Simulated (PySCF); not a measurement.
Potential energy of OH along the bond

Set-up: PySCF, no relativity, basis sets H cc-pVDZ, O cc-pVDZ. Energies in eV from H + O in their ground configurations at the same level. State: ²Π (doublet), unpaired electrons π ↑.

| R (Å) | UHF-CCSD | M06 | UHF-MP2 | UHF-CCSD(T) |
| --- | --- | --- | --- | --- |
| 0.843 |  | -3.791 | -3.464 |  |
| 0.882 | -3.774 | -4.124 | -3.796 | -3.796 |
| 0.921 | -3.967 | -4.314 | -3.984 | -3.991 |
| 0.951 | -4.038 | -4.384 | -4.051 | -4.064 |
| 0.980 | -4.058 | -4.404 | -4.066 | -4.085 |
| 1.009 | -4.036 | -4.382 | -4.039 | -4.065 |
| 1.049 | -3.956 | -4.302 | -3.951 | -3.988 |
| 1.098 | -3.795 | -4.140 | -3.777 | -3.830 |
| 1.156 | -3.539 | -3.880 | -3.501 | -3.579 |
| 1.235 |  | -3.468 | -3.043 |  |

Task: Put a parabola through the three lowest points of the UHF-CCSD curve and estimate Re, k and ωe (reduced mass 0.9481 u; 1 eV/Å² = 0.16022 mdyn/Å; ωe = 1302.8·√(k/μ) cm⁻¹).

Result: Through R = 0.951, 0.98, 1.009 Å the second-order coefficient is 25.0 eV/Å², so Re ≈ 0.979 Å, k ≈ 8.00 mdyn/Å and ωe ≈ 3785 cm⁻¹. A polynomial fit of higher order to the unrounded UHF-CCSD energies gives Re = 0.978 Å, k = 7.75 mdyn/Å, ωe = 3725 cm⁻¹; anharmonicity and rounding make the difference.

The higher-order fit for each curve: UHF-CCSD: Re = 0.978 Å, ωe = 3725 cm⁻¹, De = 4.06 eV; M06: Re = 0.978 Å, ωe = 3710 cm⁻¹, De = 4.40 eV; UHF-MP2: Re = 0.975 Å, ωe = 3791 cm⁻¹, De = 4.07 eV; UHF-CCSD(T): Re = 0.980 Å, ωe = 3704 cm⁻¹, De = 4.09 eV.

Correlated steps freeze 1 core orbital. Correlated levels converge slowly with the basis: in double zeta they bind strong bonds too weakly, by up to about 1 eV, and carry superposition errors of some tenths. The state is the lowest determinant that a PBE0 search found; another state may lie lower at other levels.
